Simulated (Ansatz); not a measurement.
**AlP (singlet): the correlation ladder at distance Al1–P2 = 3.305 Å, 6-31G**

Aim: climb from Hartree-Fock through coupled cluster and multireference methods for AlP (singlet) at one geometry and basis, and see what each rung misses.

Program: Ansatz 0.2.0, Gaussian basis. Level of theory: 6-31G, core rule «outside noble gas», up to 10 orbitals frozen. These are calculated values, not measurements.

The runs, in order: UHF; CCSD(T) on RHF; CCSD(T) on UHF; BCCD(T) on RHF; CISD; CCSDT(Q) on RHF; CCSDT(Q) on UHF; CISDTQ; CCSDTQ on RHF; CCSDTQ on UHF; CASSCF and MRCISD+Q, 2 electrons in 2 orbitals; CASSCF and NEVPT2, 2 electrons in 2 orbitals; CASSCF and MRCISD+Q, 8 electrons in 8 orbitals; CASSCF and MRCISD+Q(relaxed), 8 electrons in 8 orbitals; CASSCF and NEVPT2, 8 electrons in 8 orbitals; Full CI.

22 further runs of the same task are left out: 16 that didn't finish, 6 set aside as unsound or not needed.

## (1) The geometry

The geometry derives from a PBE0/def2-TZVP stationary point (not a proven minimum). One bond is set to the value named and the two fragments are kept rigid.

2 atoms, charge 0, spin multiplicity 1.

Atoms are counted from 1 here; the program's logs count them from 0.

No contacts short enough for the rule that draws bonds.

As a file:

```
Al    0.0000    0.0000    0.0000
P     0.0000    0.0000    3.3050
```

## (2) UHF

in.yaml reads:

```yaml
crystal:
  periodic: [false, false, false]
  atoms:
    - {symbol: Al, position_ang: [0.000000, 0.000000, 0.000000]}
    - {symbol: P, position_ang: [0.000000, 0.000000, 3.305000]}
basis:
  gaussian: {orbitals: 6-31G}
magnetization: {spin_polarized: true, initial_magnetization: 0}
hamiltonian: {xc: hf}
output: {orbitals: {seedname: orbitals}}
```

Launch:

```console
$ ansatz run in.yaml --threads 1 --pin off --events-out ev --progress --plain --max-ram 2393MiB
```

Further steps of the session: CCSD(T) on RHF; CCSD(T) on UHF; BCCD(T) on RHF; CISD; CCSDT(Q) on RHF; CCSDT(Q) on UHF; CISDTQ; CCSDTQ on RHF; CCSDTQ on UHF; CASSCF and MRCISD+Q, 2 electrons in 2 orbitals; CASSCF and NEVPT2, 2 electrons in 2 orbitals; CASSCF and MRCISD+Q, 8 electrons in 8 orbitals; CASSCF and MRCISD+Q(relaxed), 8 electrons in 8 orbitals; CASSCF and NEVPT2, 8 electrons in 8 orbitals; Full CI.

**Question.** What will the summary of the whole plan be? Wanted: FCI below the RHF energy; RMP2 from FCI; RCCSD from FCI; RCCSD(T) from FCI; RCCSDT(Q) from FCI; NEVPT2 pair from FCI; MRCISD+Q pair from FCI; NEVPT2 valence from FCI; T1 diagnostic.

**Answer**, as computed:

| quantity | value |
| --- | --- |
| FCI below the RHF energy | -2.8179 eV |
| RMP2 from FCI | +105.8 kJ/mol |
| RCCSD from FCI | +25.4 kJ/mol |
| RCCSD(T) from FCI | +13.1 kJ/mol |
| RCCSDT(Q) from FCI | -0.1 kJ/mol |
| NEVPT2 pair from FCI | +74.3 kJ/mol |
| MRCISD+Q pair from FCI | -2.7 kJ/mol |
| NEVPT2 valence from FCI | +26.3 kJ/mol |
| levels within 1 kcal/mol (43 meV) | RCCSDT(Q), RCCSDTQ, MRCISD+Q pair, MRCISD valence, MRCISD+Q valence, MRCISD+Q(relaxed) valence |
| T1 diagnostic | 0.035 |
| effectively unpaired electrons | 2.16 |

**Reading.** RCCSD(T) misses by +13.1 kJ/mol, 4.8 % of the correlation energy. MRCISD+Q pair, MRCISD+Q(relaxed) valence fall below full CI: the +Q correction isn't variational, and the cores differ from full CI's. With 2.2 effectively unpaired electrons against 0 the state is strongly multireference. Of the multireference levels listed MRCISD+Q valence comes nearest in total energy (+0.5 kJ/mol), which doesn't show that its space is the better one. These misses are within one basis, not against nature.
